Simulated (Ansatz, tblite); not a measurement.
# [GeI3]-: rung by rung

How do method and basis change the picture of [GeI3]- (singlet)?

Method: as each input shows; program: Ansatz 0.2.0, Gaussian basis.

Plan: GFN1-xTB, GFN2-xTB, PBE-D4/def2-TZVPD, r2SCAN-D4/def2-TZVPD, LC-ωPBE/def2-TZVPD, PBE-QIDH/def2-TZVPD, ωB97X-V/def2-TZVPD, r2SCAN0-D4/def2-TZVPD, BLYP-D4/def2-TZVPD, HSE06-D4/def2-TZVPD, LDA/def2-TZVPD, LC-ωPBE(0.10)/def2-TZVPD, LC-ωPBE(0.15)/def2-TZVPD, LC-ωPBE(0.20)/def2-TZVPD, LC-ωPBE(0.30)/def2-TZVPD, PBE-D4/def2-SVPD, PBE0-D4/def2-SVPD, CCSD(T)/def2-SVPD, RPA/def2-SVPD.

1 further run of the same task is left out (set aside as unsound or not needed).

## Step 1: The relaxed structure

The geometry is that of the singlet, from an earlier relaxation (PBE0-D4/def2-SVPD).

4 atoms, charge -1, spin multiplicity 1.

Bond lengths: Ge1–I2 2.701 Å, Ge1–I3 2.702 Å, Ge1–I4 2.701 Å. Angles: I2–Ge1–I3 99.3°, I2–Ge1–I4 99.3°, I3–Ge1–I4 99.3°.

Geometry (Å):

```
Ge   -0.03835   -0.00006    0.96084
I     2.38811   -0.03289   -0.22489
I    -1.14647    2.07541   -0.36723
I    -1.20329   -2.04246   -0.36872
```

I takes a core potential in the def2 sets. No spin-orbit coupling is included. The ion is computed in the gas phase, without counter-ions or solvent.

PBE0-D4/def2-TZVPD was run before; its log isn't repeated, and its numbers join the tables.

## Step 2: GFN1-xTB

Tight binding, by tblite at 300 K electronic temperature and without a spin-polarisation term:

```python
tblite.interface.Calculator('GFN1-xTB', numbers, positions, charge=-1, uhf=0).singlepoint()
```

Energy -378.0690 eV, HOMO -4.55 eV, LUMO -0.70 eV; 0.004 s.

## Step 3: GFN2-xTB

Tight binding, by tblite at 300 K electronic temperature and without a spin-polarisation term:

```python
tblite.interface.Calculator('GFN2-xTB', numbers, positions, charge=-1, uhf=0).singlepoint()
```

Energy -376.6904 eV, HOMO -6.40 eV, LUMO -1.18 eV; 0.004 s.

## Step 4: PBE-D4/def2-TZVPD

start.molden holds the orbitals of an earlier run on this state, given as this run's starting guess.

in.yaml reads:

```yaml
crystal:
  periodic: [false, false, false]
  atoms:
    - {symbol: Ge, position_ang: [-0.038348, -0.000058, 0.960843]}
    - {symbol: I, position_ang: [2.388106, -0.032888, -0.224891]}
    - {symbol: I, position_ang: [-1.146468, 2.075408, -0.367231]}
    - {symbol: I, position_ang: [-1.203290, -2.042463, -0.368721]}
basis:
  gaussian: {orbitals: def2-TZVPD, initial_orbitals: start.molden}
total_charge: -1
hamiltonian: {xc: pbe, dispersion: d4}
scf: {omitted_lower_state_checks: [starts]}
output: {forces: true, orbitals: {seedname: orbitals}}
```

Started as:

```bash
$ ansatz run in.yaml --threads 4 --pin off --events-out ev --progress --plain --max-ram 3916MiB
```

The runs that follow: r2SCAN-D4/def2-TZVPD; LC-ωPBE/def2-TZVPD; PBE-QIDH/def2-TZVPD; ωB97X-V/def2-TZVPD; r2SCAN0-D4/def2-TZVPD; BLYP-D4/def2-TZVPD; HSE06-D4/def2-TZVPD; LDA/def2-TZVPD; LC-ωPBE(0.10)/def2-TZVPD; LC-ωPBE(0.15)/def2-TZVPD; LC-ωPBE(0.20)/def2-TZVPD; LC-ωPBE(0.30)/def2-TZVPD; PBE-D4/def2-SVPD; PBE0-D4/def2-SVPD; CCSD(T)/def2-SVPD; RPA/def2-SVPD.

Before running them: what should the planned runs give, taken together? Wanted: gap in def2-TZVPD, named functionals, smallest and largest; gap over the ω; correlation energy, CCSD(T)/def2-SVPD; PBE0 total energy, smallest basis above largest.

**Answer**, as computed:

| quantity | value |
| --- | --- |
| gap in def2-TZVPD, named functionals, smallest and largest | 3.07 eV (BLYP-D4), 8.19 eV (LC-ωPBE) |
| gap over the ω (1/bohr) | 5.74 eV at 0.1, 8.19 eV at 0.4 |
| correlation energy, CCSD(T)/def2-SVPD | -17.42 eV |
| PBE0 total energy, smallest basis above largest | 7.70 eV (def2-SVPD, def2-TZVPD) |

Over the named functionals in def2-TZVPD the gap runs from 3.07 eV (BLYP-D4) to 8.19 eV (LC-ωPBE); exact exchange widens it. Raising the ω (1/bohr) from 0.1 to 0.4 moves the HOMO by -1.69 eV and the LUMO by +0.76 eV.
